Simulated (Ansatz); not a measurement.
Input for Ansatz (development build ahead of 0.2.0):

```yaml
crystal:
  periodic: [false, false, false]
  atoms:
    - { symbol: C, position_ang: [0.02429, 0.0234, -0.43928] }
    - { symbol: C, position_ang: [0.02091, 1.16577, 0.18055] }
    - { symbol: C, position_ang: [0.02664, -1.17531, 0.17276] }
    - { symbol: H, position_ang: [-0.04054, 0.0158, -1.6144] }
    - { symbol: H, position_ang: [-0.0037, 2.18635, -0.33919] }
    - { symbol: H, position_ang: [0.0332, 1.19085, 1.3122] }
    - { symbol: H, position_ang: [-0.06967, -2.15271, -0.29744] }
    - { symbol: H, position_ang: [0.06884, -1.2385, 1.27532] }
basis:
  gaussian: { orbitals: cc-pVDZ }
total_charge: 1
hamiltonian:
  xc: hf
correlation:
  method: mp2
  frozen_orbitals: { C: 1, H: 0 }
```

The input is written out in the form of the current development build from the run's settings.

Results

```yaml
Converged: yes
Reference_energy: -116.18274 hartree
Correlation_energy: -0.37075 hartree
Total_energy: -116.55350 hartree
Spin_squared_of_the_determinant: 0.000
```
